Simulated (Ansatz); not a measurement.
Process, species as SMILES: O=CN + 3 [H][H] (H2) → C (CH4) + N (NH3) + O (H2O)
B3LYP-D3(BJ)/def2-TZVP geometries, fixed; electronic energies without zero-point terms.

How fast the energy of full hydrogenation converges with the basis for several methods (Ansatz, a program for electronic structure): deviation from each method's own reference, in kcal/mol. References: B3LYP -51.85 kcal/mol, the value in aug-pcseg-3; CCSD(T) -54.90 kcal/mol, Hartree-Fock in cc-pVQZ plus the correlation part extrapolated as X^-3 from cc-pVTZ and cc-pVQZ; HF -56.06 kcal/mol, the value in aug-pcseg-3; MP2 -54.91 kcal/mol, Hartree-Fock in aug-cc-pVQZ plus the correlation part extrapolated as X^-3 from aug-cc-pVTZ and aug-cc-pVQZ; PBE -50.70 kcal/mol, the value in aug-pcseg-3; r2SCAN -50.99 kcal/mol, the value in aug-pcseg-3. Cartesian d functions, on some or all atoms, in 6-31G*; all else is spherical. In correlated methods cores are frozen. Species with rotatable bonds are taken in one conformer. No added dispersion term, no relativity. 

```
basis            functions  B3LYP  CCSD(T)      HF    MP2    PBE  r2SCAN
---------------  ---------  -----  -------  ------  -----  -----  ------
STO-3G                  18  17.67    24.45  -12.39  23.65  26.95   21.34
3-21G                   33  24.34    29.27    5.70  28.26  28.48   23.01
def2-SV(P)              48  26.30    33.04   18.78  32.41  28.91   27.34
6-31G*                  51  14.31    20.06    6.09  19.08  16.31   14.66
aug-pcseg-1             96   0.75    -0.17    0.08   0.55   1.18    0.87
6-311++G(2d,2p)        111  -1.61    -0.78   -2.55  -0.99  -1.25   -1.73
def2-TZVPPD            165  -0.30    -0.82   -0.53  -0.52  -0.23   -0.40
def2-QZVPP             261   0.48    -0.36    0.09  -0.11   0.64    0.42
```

Mean absolute deviation over 6-311++G(2d,2p), def2-TZVPPD: PBE 0.74, MP2 0.75, CCSD(T) 0.80, B3LYP 0.96, r2SCAN 1.06, HF 1.54 kcal/mol.
